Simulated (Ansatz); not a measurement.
**AlPHCl (triplet): B2PLYP, RPA-PBE over vertical spin and charge gaps, cc-pVDZ**

How well do these functionals follow the top wave-function level for AlPHCl (triplet) over vertical spin and charge gaps?

Computed with Ansatz 0.2.0, Gaussian basis. Level: cc-pVDZ, all electrons in the functionals, frozen cores in the correlation of double hybrids and RPA.

Plan: B2PLYP, RPA-PBE, at charge 0, triplet; charge 0, singlet; charge 0, quintet; charge 1, doublet; charge 1, quartet.

5 further runs of the same task are left out: 1 for a known fault of the program, 4 set aside as unsound or not needed. Runs told in other sessions of the task aren't counted.

**1. What is computed**

The geometry is a PBE0/def2-TZVP stationary point (not a proven minimum).

4 atoms, charge 0, spin multiplicity 3.

Atoms are counted from 1 here; the program's logs count them from 0.

Bond lengths: Cl1–Al2 2.120 Å, Al2–P3 2.374 Å, P3–H4 1.426 Å. Angles: Cl1–Al2–P3 114.4°, Al2–P3–H4 91.8°.

No dispersion term is added.

The geometry shown and the zero of energy belong to the point charge 0, triplet. The yardstick, UCCSDT(Q), and other wave-function levels (R restricted, U unrestricted, valence and pair active spaces) come from earlier runs.

**2. B2PLYP, charge 0, triplet**

File in.yaml:

```yaml
crystal:
  periodic: [false, false, false]
  atoms:
    - {symbol: Cl, position_ang: [0.000000, -0.326601, 1.792479]}
    - {symbol: Al, position_ang: [0.000000, 0.853589, 0.030871]}
    - {symbol: P, position_ang: [0.000000, -0.395551, -1.988246]}
    - {symbol: H, position_ang: [0.000000, 0.793281, -2.776193]}
basis:
  gaussian: {orbitals: cc-pVDZ}
magnetization: {spin_polarized: true, initial_magnetization: 2}
hamiltonian: {xc: {name: B2PLYP}}
correlation: {electrons: outside_noble_gas}
```

Launch:

```console
> ansatz run in.yaml --threads 1 --pin off --events-out ev --progress --plain --max-ram 2816MiB --backend cpu
```

Log:

```text
Functional definition: B2PLYP
  name "B2PLYP"
  cite "Grimme, J. Chem. Phys. 124, 034108 (2006) doi:10.1063/1.2148954"
  cite "Becke, Phys. Rev. A 38, 3098 (1988) doi:10.1103/PhysRevA.38.3098"
  cite "Lee, Yang & Parr, Phys. Rev. B 37, 785 (1988) doi:10.1103/PhysRevB.37.785"
  parameter a = 0.53
  parameter c = 0.27
  exchange = (1 - a)*b88_x + a*exact_x
  correlation = (1 - c)*lyp_c + c*(mp2_os + mp2_ss)
614 factors; integrals over basis functions are off by at most 6.5e-4 eV
mean field evaluation 1: about -28410.6859 eV, gradient 9.7e0 eV
mean field evaluation 2: about -28410.7036 eV, gradient 9.7e0 eV
mean field evaluation 4: about -28411.5180 eV, gradient 1.0e0 eV
mean field evaluation 8: about -28411.5456 eV, gradient 4.5e-2 eV
mean field evaluation 16: about -28411.5457 eV, gradient 3.2e-4 eV
mean field -28411.54565838 eV, -1044.1050449081 hartree, gradient 5.2e-6 eV, S^2 2.014155; 0 other end points of the search recorded, 0 dependent functions left out
15 core orbitals not correlated: weight in the atoms' cores, before any rotation towards them, 1.000 or more for the frozen orbitals, at most 0.000 for the correlated occupied ones
reference -28411.54580145 eV, -1044.1050501659 hartree; 9, 7 occupied and 35, 37 virtual orbitals, 614 factors
second order -9.27190424 eV of doubles, -0.00000000 eV of singles
Total energy: -28414.04921560 eV, -1044.1970489389 hartree
```

Wall time 2.5 s (1 thread of AMD EPYC 7R13, shared host).

From the report: ⟨S²⟩ of the determinant 2.014 (pure triplet: 2.00).

**3. B2PLYP, charge 0, singlet**

in.yaml: that of step 2 with these lines changed.

```diff
@@ -9,3 +9,3 @@
   gaussian: {orbitals: cc-pVDZ}
-magnetization: {spin_polarized: true, initial_magnetization: 2}
+magnetization: {spin_polarized: true, initial_magnetization: 0}
 hamiltonian: {xc: {name: B2PLYP}}
```

The command is unchanged.

Log, cut to the lines that bear on the results:

```text
Functional definition: B2PLYP
  name "B2PLYP"
  cite "Grimme, J. Chem. Phys. 124, 034108 (2006) doi:10.1063/1.2148954"
  cite "Becke, Phys. Rev. A 38, 3098 (1988) doi:10.1103/PhysRevA.38.3098"
  cite "Lee, Yang & Parr, Phys. Rev. B 37, 785 (1988) doi:10.1103/PhysRevB.37.785"
[...]
614 factors; integrals over basis functions are off by at most 6.5e-4 eV
[...]
mean field -28411.46309271 eV, -1044.1020106759 hartree, gradient 1.6e-6 eV, S^2 1.013672; 8 other end points of the search recorded, 0 dependent functions left out
15 core orbitals not correlated: weight in the atoms' cores, before any rotation towards them, 1.000 or more for the frozen orbitals, at most 0.000 for the correlated occupied ones
reference -28411.46323583 eV, -1044.1020159354 hartree; 8, 8 occupied and 36, 36 virtual orbitals, 614 factors
second order -9.21146456 eV of doubles, -0.00000000 eV of singles
Total energy: -28413.95033126 eV, -1044.1934150066 hartree
```

It took 14 s on 1 thread of AMD EPYC 7R13, shared host.

From the report: ⟨S²⟩ of the determinant 1.014 (pure singlet: 0.00). The determinant of B2PLYP (⟨S²⟩ 1.01) is far from a pure spin state, so its energy mixes those of several spin states; that is harmless only where they are near-degenerate.

From charge 0, triplet: +0.099 eV.

**4. B2PLYP, charge 0, quintet**

in.yaml: that of step 3 with these lines changed.

```diff
@@ -9,3 +9,3 @@
   gaussian: {orbitals: cc-pVDZ}
-magnetization: {spin_polarized: true, initial_magnetization: 0}
+magnetization: {spin_polarized: true, initial_magnetization: 4}
 hamiltonian: {xc: {name: B2PLYP}}
```

Launched as before.

Log, cut to the lines that bear on the results:

```text
Functional definition: B2PLYP
  name "B2PLYP"
  cite "Grimme, J. Chem. Phys. 124, 034108 (2006) doi:10.1063/1.2148954"
  cite "Becke, Phys. Rev. A 38, 3098 (1988) doi:10.1103/PhysRevA.38.3098"
  cite "Lee, Yang & Parr, Phys. Rev. B 37, 785 (1988) doi:10.1103/PhysRevB.37.785"
[...]
614 factors; integrals over basis functions are off by at most 6.5e-4 eV
[...]
mean field -28407.12395710 eV, -1043.9425503832 hartree, gradient 5.6e-6 eV, S^2 6.009339; 0 other end points of the search recorded, 0 dependent functions left out
15 core orbitals not correlated: weight in the atoms' cores, before any rotation towards them, 1.000 or more for the frozen orbitals, at most 0.000 for the correlated occupied ones
reference -28407.12410096 eV, -1043.9425556700 hartree; 10, 6 occupied and 34, 38 virtual orbitals, 614 factors
second order -8.49197230 eV of doubles, -0.00000000 eV of singles
Total energy: -28409.41693348 eV, -1044.0268157110 hartree
```

It took 2.8 s on 1 thread of AMD EPYC 7R13, shared host.

From the report: ⟨S²⟩ of the determinant 6.009 (pure quintet: 6.00).

From charge 0, triplet: +4.632 eV.

**5. B2PLYP, charge 1, doublet**

in.yaml: that of step 4 with these lines changed.

```diff
@@ -9,3 +9,4 @@
   gaussian: {orbitals: cc-pVDZ}
-magnetization: {spin_polarized: true, initial_magnetization: 4}
+total_charge: 1
+magnetization: {spin_polarized: true, initial_magnetization: 1}
 hamiltonian: {xc: {name: B2PLYP}}
```

Launched as before.

Log, cut to the lines that bear on the results:

```text
Functional definition: B2PLYP
  name "B2PLYP"
  cite "Grimme, J. Chem. Phys. 124, 034108 (2006) doi:10.1063/1.2148954"
  cite "Becke, Phys. Rev. A 38, 3098 (1988) doi:10.1103/PhysRevA.38.3098"
  cite "Lee, Yang & Parr, Phys. Rev. B 37, 785 (1988) doi:10.1103/PhysRevB.37.785"
[...]
614 factors; integrals over basis functions are off by at most 6.5e-4 eV
[...]
mean field -28403.79688502 eV, -1043.8202827395 hartree, gradient 8.3e-6 eV, S^2 0.784819; 2 other end points of the search recorded, 0 dependent functions left out
15 core orbitals not correlated: weight in the atoms' cores, before any rotation towards them, 1.000 or more for the frozen orbitals, at most 0.000 for the correlated occupied ones
reference -28403.79702755 eV, -1043.8202879774 hartree; 8, 7 occupied and 36, 37 virtual orbitals, 614 factors
second order -9.47408194 eV of doubles, -0.00000000 eV of singles
Total energy: -28406.35502968 eV, -1043.9142928216 hartree
```

Run time: 3.8 s. Hardware: 1 thread of AMD EPYC 7R13, shared host.

From the report: ⟨S²⟩ of the determinant 0.785 (pure doublet: 0.75).

From charge 0, triplet: +7.694 eV.

**6. B2PLYP, charge 1, quartet**

in.yaml: that of step 5 with these lines changed.

```diff
@@ -10,3 +10,3 @@
 total_charge: 1
-magnetization: {spin_polarized: true, initial_magnetization: 1}
+magnetization: {spin_polarized: true, initial_magnetization: 3}
 hamiltonian: {xc: {name: B2PLYP}}
```

Launched as before.

Log, cut to the lines that bear on the results:

```text
Functional definition: B2PLYP
  name "B2PLYP"
  cite "Grimme, J. Chem. Phys. 124, 034108 (2006) doi:10.1063/1.2148954"
  cite "Becke, Phys. Rev. A 38, 3098 (1988) doi:10.1103/PhysRevA.38.3098"
  cite "Lee, Yang & Parr, Phys. Rev. B 37, 785 (1988) doi:10.1103/PhysRevB.37.785"
[...]
614 factors; integrals over basis functions are off by at most 6.5e-4 eV
[...]
mean field -28401.92954102 eV, -1043.7516591131 hartree, gradient 7.3e-6 eV, S^2 3.759219; 2 other end points of the search recorded, 0 dependent functions left out
15 core orbitals not correlated: weight in the atoms' cores, before any rotation towards them, 1.000 or more for the frozen orbitals, at most 0.000 for the correlated occupied ones
reference -28401.92968344 eV, -1043.7516643470 hartree; 9, 6 occupied and 35, 38 virtual orbitals, 614 factors
second order -8.46001296 eV of doubles, -0.00000000 eV of singles
Total energy: -28404.21388694 eV, -1043.8356072773 hartree
```

It took 3.8 s on 1 thread of AMD EPYC 7R13, shared host.

From the report: ⟨S²⟩ of the determinant 3.759 (pure quartet: 3.75).

From charge 0, triplet: +9.835 eV.

**7. RPA-PBE, charge 0, triplet**

in.yaml: that of step 6 with these lines changed.

```diff
@@ -9,5 +9,4 @@
   gaussian: {orbitals: cc-pVDZ}
-total_charge: 1
-magnetization: {spin_polarized: true, initial_magnetization: 3}
-hamiltonian: {xc: {name: B2PLYP}}
-correlation: {electrons: outside_noble_gas}
+magnetization: {spin_polarized: true, initial_magnetization: 2}
+hamiltonian: {xc: {name: PBE}}
+correlation: {method: rpa, electrons: outside_noble_gas}
```

The command is unchanged.

Log, cut to the lines that bear on the results:

```text
Functional definition: PBE
  name "PBE"
  cite "Perdew, Burke & Ernzerhof, Phys. Rev. Lett. 77, 3865 (1996) doi:10.1103/PhysRevLett.77.3865"
  parent pbe
[...]
614 factors; integrals over basis functions are off by at most 6.5e-4 eV
[...]
mean field -28411.71266504 eV, -1044.1111822895 hartree, gradient 7.2e-6 eV, S^2 2.005592; 0 other end points of the search recorded, 0 dependent functions left out
15 core orbitals not correlated: weight in the atoms' cores, before any rotation towards them, 1.000 or more for the frozen orbitals, at most 0.000 for the correlated occupied ones
reference -28374.93420364 eV, -1042.7595987625 hartree; 9, 7 occupied and 35, 37 virtual orbitals, 614 factors
Total energy: -28388.29006712 eV, -1043.2504176924 hartree
```

Run time: 1.9 s. Hardware: 1 thread of AMD EPYC 7R13, shared host.

From the report: ⟨S²⟩ of the determinant 2.006 (pure triplet: 2.00).

**8. RPA-PBE, charge 0, singlet**

in.yaml: that of step 7 with these lines changed.

```diff
@@ -9,3 +9,3 @@
   gaussian: {orbitals: cc-pVDZ}
-magnetization: {spin_polarized: true, initial_magnetization: 2}
+magnetization: {spin_polarized: true, initial_magnetization: 0}
 hamiltonian: {xc: {name: PBE}}
```

Launched as before.

Log, cut to the lines that bear on the results:

```text
Functional definition: PBE
  name "PBE"
  cite "Perdew, Burke & Ernzerhof, Phys. Rev. Lett. 77, 3865 (1996) doi:10.1103/PhysRevLett.77.3865"
  parent pbe
[...]
614 factors; integrals over basis functions are off by at most 6.5e-4 eV
[...]
mean field -28411.77901008 eV, -1044.1136204250 hartree, gradient 2.8e-6 eV, S^2 0.488351; 13 other end points of the search recorded, 0 dependent functions left out
15 core orbitals not correlated: weight in the atoms' cores, before any rotation towards them, 1.000 or more for the frozen orbitals, at most 0.000 for the correlated occupied ones
reference -28373.92523747 eV, -1042.7225199399 hartree; 8, 8 occupied and 36, 36 virtual orbitals, 614 factors
Total energy: -28388.32042246 eV, -1043.2515332307 hartree
```

Run time: 13 s. Hardware: 1 thread of AMD EPYC 7R13, shared host.

From the report: ⟨S²⟩ of the determinant 0.488 (pure singlet: 0.00).

From charge 0, triplet: -0.030 eV.

**9. RPA-PBE, charge 0, quintet**

in.yaml: that of step 8 with these lines changed.

```diff
@@ -9,3 +9,3 @@
   gaussian: {orbitals: cc-pVDZ}
-magnetization: {spin_polarized: true, initial_magnetization: 0}
+magnetization: {spin_polarized: true, initial_magnetization: 4}
 hamiltonian: {xc: {name: PBE}}
```

Launched as before.

Log, cut to the lines that bear on the results:

```text
Functional definition: PBE
  name "PBE"
  cite "Perdew, Burke & Ernzerhof, Phys. Rev. Lett. 77, 3865 (1996) doi:10.1103/PhysRevLett.77.3865"
  parent pbe
[...]
614 factors; integrals over basis functions are off by at most 6.5e-4 eV
[...]
mean field -28407.22660073 eV, -1043.9463224672 hartree, gradient 4.1e-6 eV, S^2 6.005364; 12 other end points of the search recorded, 0 dependent functions left out
15 core orbitals not correlated: weight in the atoms' cores, before any rotation towards them, 1.000 or more for the frozen orbitals, at most 0.000 for the correlated occupied ones
reference -28370.93189179 eV, -1042.6125165150 hartree; 10, 6 occupied and 34, 38 virtual orbitals, 614 factors
Total energy: -28383.83553877 eV, -1043.0867167951 hartree
```

Run time: 13 s. Hardware: 1 thread of AMD EPYC 7R13, shared host.

From the report: ⟨S²⟩ of the determinant 6.005 (pure quintet: 6.00).

From charge 0, triplet: +4.455 eV.

**10. RPA-PBE, charge 1, doublet**

in.yaml: that of step 9 with these lines changed.

```diff
@@ -9,3 +9,4 @@
   gaussian: {orbitals: cc-pVDZ}
-magnetization: {spin_polarized: true, initial_magnetization: 4}
+total_charge: 1
+magnetization: {spin_polarized: true, initial_magnetization: 1}
 hamiltonian: {xc: {name: PBE}}
```

Launched as before.

Log, cut to the lines that bear on the results:

```text
Functional definition: PBE
  name "PBE"
  cite "Perdew, Burke & Ernzerhof, Phys. Rev. Lett. 77, 3865 (1996) doi:10.1103/PhysRevLett.77.3865"
  parent pbe
[...]
614 factors; integrals over basis functions are off by at most 6.5e-4 eV
[...]
mean field -28403.99364702 eV, -1043.8275136097 hartree, gradient 3.9e-6 eV, S^2 0.759389; 5 other end points of the search recorded, 0 dependent functions left out
15 core orbitals not correlated: weight in the atoms' cores, before any rotation towards them, 1.000 or more for the frozen orbitals, at most 0.000 for the correlated occupied ones
reference -28367.18167605 eV, -1042.4746986283 hartree; 8, 7 occupied and 36, 37 virtual orbitals, 614 factors
Total energy: -28380.60272403 eV, -1042.9679130448 hartree
```

It took 5.5 s on 1 thread of AMD EPYC 7R13, shared host.

From the report: ⟨S²⟩ of the determinant 0.759 (pure doublet: 0.75).

From charge 0, triplet: +7.687 eV.

**11. RPA-PBE, charge 1, quartet**

in.yaml: that of step 10 with these lines changed.

```diff
@@ -10,3 +10,3 @@
 total_charge: 1
-magnetization: {spin_polarized: true, initial_magnetization: 1}
+magnetization: {spin_polarized: true, initial_magnetization: 3}
 hamiltonian: {xc: {name: PBE}}
```

Same command.

Log, cut to the lines that bear on the results:

```text
Functional definition: PBE
  name "PBE"
  cite "Perdew, Burke & Ernzerhof, Phys. Rev. Lett. 77, 3865 (1996) doi:10.1103/PhysRevLett.77.3865"
  parent pbe
[...]
614 factors; integrals over basis functions are off by at most 6.5e-4 eV
[...]
mean field -28401.84736765 eV, -1043.7486392977 hartree, gradient 3.9e-6 eV, S^2 3.755447; 8 other end points of the search recorded, 0 dependent functions left out
15 core orbitals not correlated: weight in the atoms' cores, before any rotation towards them, 1.000 or more for the frozen orbitals, at most 0.000 for the correlated occupied ones
reference -28365.71965517 eV, -1042.4209703522 hartree; 9, 6 occupied and 35, 38 virtual orbitals, 614 factors
Total energy: -28378.53614474 eV, -1042.8919676564 hartree
```

Run time: 8.5 s. Hardware: 1 thread of AMD EPYC 7R13, shared host.

From the report: ⟨S²⟩ of the determinant 3.755 (pure quartet: 3.75).

From charge 0, triplet: +9.754 eV.

**12. Against the wave-function levels**

The yardstick is UCCSDT(Q), where the cluster series has nearly closed. It comes from earlier runs at the same points. Energies in eV, counted from charge 0, triplet; blanks weren't run or aren't comparable.

| level | triplet to singlet | triplet to quintet | ionisation to the doublet cation | ionisation to the quartet cation |
| --- | --- | --- | --- | --- |
| UCCSDT(Q) |  | 4.376 | 7.553 | 9.617 |
| B2PLYP | 0.099 | 4.632 | 7.694 | 9.835 |
| RPA-PBE | -0.030 | 4.455 | 7.687 | 9.754 |

Largest miss and mean time a point (UCCSDT(Q) took 8.6 s a point; shared hosts):

| level | largest miss (eV) | where | time a point |
| --- | --- | --- | --- |
| B2PLYP | +0.256 | triplet to quintet | 5.3 s |
| RPA-PBE | +0.137 | ionisation to the quartet cation | 8.3 s |

**13. Summary of results**

```
                                   quantity                                         value
              triplet to quintet, UCCSDT(Q)                                      4.376 eV
ionisation to the doublet cation, UCCSDT(Q)                                      7.553 eV
ionisation to the quartet cation, UCCSDT(Q)                                      9.617 eV
                       largest miss, B2PLYP                +0.256 eV (triplet to quintet)
                      largest miss, RPA-PBE  +0.137 eV (ionisation to the quartet cation)
```

Misses are known at 3 of 4 points at best, and only functionals with that many are ranked. Of the functionals, RPA-PBE keep the smallest largest miss at the points compared (at most 0.137 eV) and B2PLYP strays most (0.256 eV, at triplet to quintet). B2PLYP, RPA-PBE clearly break the spin symmetry at some points (⟨S²⟩ up to 1.01 above the pure value), so energy there is bought with a mixed spin. Functionals and the yardstick converge differently with the basis, so part of each miss in cc-pVDZ is the basis.
